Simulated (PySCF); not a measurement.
Compound: ethylketene, C₄H₆O.
Numbering: `[CH3:1][CH2:2][CH:3]=[C:4]=[O:5]` (hydrogens: H6, H7, H8 on C1; H9, H10 on C2; H11 on C3)

Torsions of this conformer, `[CH3:1][CH2:2][CH:3]=[C:4]=[O:5]`: C1–C2–C3–C4 114°.

The closed-shell ground state was solved at several levels (PySCF, density fitting, gas phase, non-relativistic). One conformer (not necessarily the lowest) at the PBE0-D3(BJ)/def2-SVP geometry, without solvent, vibrations or thermal averaging.

```
          level  basis functions  total energy (Eh)  HOMO (eV)  LUMO (eV)  gap (eV)  dipole (D)
  B3LYP/6-31G-J               84          -231.2018      -6.15      -1.00      5.15        2.06
  PBE0/pcSseg-1              115          -230.9309      -6.62      -0.87      5.75        1.87
BHandHLYP/pcJ-1              195          -231.0907      -7.74       0.35      8.09        2.04
B3LYP/def2-TZVP              191          -231.3256      -6.39      -1.12      5.27        1.88
     PBE0/pcJ-1              195          -230.9630      -6.61      -0.88      5.73        1.89
```

**Question.** What might B97-2/pcSseg-2 (264 basis functions) give for the same quantities?

**Answer.** Total energy -231.2351 Eh, HOMO -6.37 eV, LUMO -0.96 eV, gap 5.41 eV, dipole 1.93 D.

**Question.** Over all these levels, which gives the widest orbital gap and which the narrowest?

**Answer.** BHandHLYP/pcJ-1 (global hybrid, 50 % exact exchange) has the widest, 8.09 eV, and B3LYP/6-31G-J (global hybrid, 20 % exact exchange) the narrowest, 5.15 eV. Functional and basis both differ between the two, so the spread mixes both effects.

**Question.** How far do the dipole and the HOMO energy spread over the levels?

**Answer.** The dipole runs from 1.87 to 2.06 D (mean 1.95 D) and the HOMO from -7.74 to -6.15 eV.
